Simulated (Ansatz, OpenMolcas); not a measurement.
# Worked example: vertical energy of the triplet above the singlet of CH3N (SMILES C=N)

The species is CH3N (5 atoms), meant as a singlet with charge 0. SMILES: `C=N`. The coordinates come from a PBE0-D4/def2-TZVP relaxation.

```xyz
5

C    -0.0372   -0.3865    0.0380
N     0.6232    0.6543   -0.2259
H    -1.0902   -0.4006    0.3427
H     0.4575   -1.3569   -0.0362
H     0.0467    1.4898   -0.1186
```

Both states at this one shape; open shells run unrestricted unless said. 1 Eh = 27.2114 eV.

```tsv
level	program	singlet CH3N (Eh)	triplet CH3N (Eh)
HF/STO-3G	OpenMolcas	-92.821951	-92.682051
r2SCAN/MINI	Ansatz	-93.782683	-93.643222
r2SCAN/MIDI	Ansatz	-93.993870	-93.837976
r2SCAN/def2-mTZVP	Ansatz	-94.594916	-94.439046
```

Work out the vertical gap, second state less first, at each level.


1. HF/STO-3G: -92.682051 − (-92.821951) = 0.139900 Eh = 3.81 eV.
2. r2SCAN/MINI: -93.643222 − (-93.782683) = 0.139461 Eh = 3.79 eV.
3. r2SCAN/MIDI: -93.837976 − (-93.993870) = 0.155894 Eh = 4.24 eV.
4. r2SCAN/def2-mTZVP: -94.439046 − (-94.594916) = 0.155870 Eh = 4.24 eV.

No measured value is set beside it here; the levels span 3.79 to 4.24 eV. Minimal sets are far from the basis-set limit.
